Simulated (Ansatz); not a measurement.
Abstraction of H: BH(CH3)(SiH3) + B(CH3)Cl → B(CH3)(SiH3) + BH(CH3)Cl

Gas-phase species: BH(CH3)(SiH3), singlet; B(CH3)Cl, doublet; B(CH3)(SiH3), doublet; BH(CH3)Cl, singlet. A radical takes H: the energy is the difference in strength between two B–H bonds in different surroundings.

Shapes, held fixed at every level: PBE0-D4/def2-TZVP. Programs: Ansatz 0.2.0. The zero-point and thermal change to 298 K, harmonic and unscaled (PBE0-D4/def2-TZVP), is +0.8 kJ/mol.

```tsv
level	kind	ΔH(298 K) (kJ/mol)	less CCSD(T)/CBS estimate
MP2/def2-TZVPP	perturbation theory	-17.6	+1.5
SPW92/def2-TZVPP	LDA	-18.9	+0.2
r2SCAN-D4/def2-TZVPP	meta-GGA	-17.7	+1.4
B3LYP-D4/def2-TZVPP	global hybrid	-19.0	+0.1
PBE0-D4/def2-TZVPP	global hybrid	-18.7	+0.4
B2PLYP/def2-TZVPP	double hybrid	-19.0	+0.1
CCSD/def2-TZVPP	coupled cluster or CI	-19.7	-0.6
CCSD(T)/CBS estimate	coupled cluster or CI	-19.1	0.0
```

The highest level, CCSD(T)/CBS estimate, gives ΔH(298 K) = -19.1 kJ/mol; the levels span -19.7 to -17.6. The column of differences is taken from that level and isn't an error. No measured value is set beside it here. Open shells run unrestricted. The CBS estimate extrapolates MP2 from def2-TZVPP and def2-QZVPP and adds CCSD(T) − MP2 in the triple-zeta set, cores frozen.
